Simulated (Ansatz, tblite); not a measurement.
Forces on the cluster AlSi₂⁺ at its PBE0-D4/def2-TZVP geometry. Charge 1, multiplicity 1.

The xTB rows come from tblite. At PBE-D4/def2-TZVP the restricted singlet is unstable: a solution with broken spin symmetry lies lower. The order of the spin states hangs on the level: the triplet lies 0.18 eV below the singlet at PBE0-D4/def2-TZVP, but 0.31 eV above it at GFN1-xTB. The structure comes from a short search, and lower isomers may exist.

GFN1-xTB (tblite), largest force 2.12 eV/Å:

```xyz
3
positions Å, forces eV/Å
Al    0.954   -0.464   -0.890    0.997   -0.484   -0.929
Si    0.144    1.152    0.632    0.601    1.867    0.794
Si   -1.099   -0.688    0.258   -1.597   -1.384    0.135
```

GFN2-xTB (tblite), largest force 1.64 eV/Å:

```
Al 1.130 -0.548 -1.053
Si 0.115 1.279 0.730
Si -1.244 -0.731 0.323
```

PBE-D4/def2-TZVP (Ansatz), largest force 0.18 eV/Å:

```
Al 0.127 -0.061 -0.118
Si 0.016 0.147 0.082
Si -0.142 -0.086 0.035
```
